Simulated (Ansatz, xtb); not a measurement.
Species: C2H7S (charge +1, singlet). It need not be the lowest isomer of its formula. SMILES: C[SH+]C
Geometry from a B3LYP-D3(BJ)/def2-TZVP (Ansatz, a program for electronic structure) optimisation:
```
S
H 1 1.3501
C 1 1.8117 2 99.01
H 3 1.0867 1 110.60 2 -52.40
H 3 1.0886 4 111.43 1 118.15
H 3 1.0887 4 111.57 5 123.04
C 1 1.8117 2 99.01 3 -105.81
H 7 1.0867 1 110.60 2 52.40
H 7 1.0886 8 111.43 1 -118.15
H 7 1.0887 8 111.57 9 -123.04
```
Charge +1, spin multiplicity 1.

Harmonic wavenumbers from GFN2-xTB (xtb, at its own minimum), cm⁻¹: 149, 179, 256, 690, 724, 747, 769, 891, 993, 997, 1007, 1324, 1328, 1393, 1405, 1411, 1419, 2264, 3049, 3049, 3053, 3055, 3063, 3065.

Give the harmonic wavenumbers at B3LYP-D3(BJ)/def2-TZVP (Ansatz, finite differences of forces, unscaled).

172, 200, 260, 633, 700, 754, 812, 939, 1060, 1086, 1111, 1357, 1381, 1451, 1453, 1465, 1465, 2630, 3064, 3065, 3161, 3161, 3177, 3178 cm⁻¹. Zero-point energy 53.9 kcal/mol.

From these and the geometry, give the ideal-gas thermochemistry at 298.15 K and 1 atm (rigid rotor, harmonic oscillator).

Point group Cs, rotational symmetry number 1. Rotational constants 17.59, 6.979, 5.528 GHz. S(trans) 38.35, S(rot) 23.67, S(vib) 7.77, S(elec, spin only) 0.00, S 69.8 cal/(mol K). H(298) - H(0) 3.77 kcal/mol; G - E(el) 36.9 kcal/mol.
